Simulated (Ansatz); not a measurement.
A made-up structure of SiH4S2, singlet:

Si1  (-0.819, 0.573, -0.152)
S2  (0.464, -0.127, 1.417)
S3  (1.327, -1.682, 0.367)
H4  (-1.732, -0.510, -0.588)
H5  (-0.006, 1.039, -1.302)
H6  (0.671, 0.154, 2.731)
H7  (2.357, -0.999, -0.166)
(Å)

It is relaxed with PBE-D4/def2-SVP and then PBE0-D4/def2-TZVP (Ansatz 0.2.0). Atoms count as bonded within 1.22 times the sum of their covalent radii (H–H: 0.88 Å). The end point is not checked to be a true minimum.

Q: Does its bonding change? (A judgement: the text doesn't fix the answer.)

A: The calculation gives: No: no bond forms or breaks.

Where it ends: The first stage lowers the energy by 2.12 eV in 18 steps. It ends as SiH₄S₂ ([SiH2][SH][SH]):
| atom | x (Å) | y (Å) | z (Å) |
| --- | --- | --- | --- |
| Si1 | -1.0765 | 0.9519 | 0.0050 |
| S2 | 0.8066 | 0.1447 | 0.8698 |
| S3 | 1.6102 | -1.7609 | 0.3390 |
| H4 | -1.8295 | -0.3485 | -0.1492 |
| H5 | -0.4727 | 1.0668 | -1.3728 |
| H6 | 0.3353 | -0.2119 | 2.0755 |
| H7 | 2.8881 | -1.3935 | 0.5400 |

Labels in which every atom is bracketed show which atoms are joined, not bond orders.

For scale, one of the runs: PBE0-D4/def2-TZVP relaxation, 135 basis functions, launched by `ansatz run in.yaml --threads 2 --pin off --events-out ev --progress --plain --max-ram 4352MiB`. Hardware: 2 CPU threads of an Intel Xeon, shared host. Wall time about 59 s.
